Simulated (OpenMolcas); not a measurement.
# SiH (SMILES [SiH]): ROMP2/cc-pVDZ

Wanted: the energy of SiH. 

Program for the calculation: OpenMolcas 26.06.

1 further run of the same task is left out (set aside as unsound or not needed).

### Step 1. The system as given

SiH: 2 atoms, total charge 0, spin state doublet. As SMILES, `[SiH]`. The Si1–H2 distance was set to 3.063 Å, away from the relaxed value.

### Step 2. A single-point energy at ROMP2/cc-pVDZ

run.input reads:

```
* HSi ROMP2
&GATEWAY
BasLib=$CurrDir
Coord
2
bohr
Si     0.00000000     0.00000000    -2.90877983
H      0.00000000     0.00000000     2.88020718
Basis=cc-pVDZ
Group=NoSym
&SEWARD
&SCF
UHF
Spin=2
Thresholds=1e-10 1e-07 1e-07 1e-05
PrOrbitals=1 1
&RASSCF
FileOrb=$Project.UnaOrb
Spin=2
Nactel=1 0 0
Inactive=7
Ras2=1
OutOrbitals=Canonical
OrbListing=Nothing
&CASPT2
IPEA=0.0
Frozen=5
```

The basis set cc-pVDZ is read from a file made from the Basis Set Exchange's data (not shown).

On the command line:

```console
$ export MOLCAS_MEM=1860
$ pymolcas run.input > run.log
```

**Question.** What will come out? Wanted: total energy.

**Answer.** As computed:

At ROMP2/cc-pVDZ, 5 core orbitals frozen:

| quantity | value |
| --- | --- |
| total energy | -289.36694 Eh |

The run may have ended on a state above the lowest.
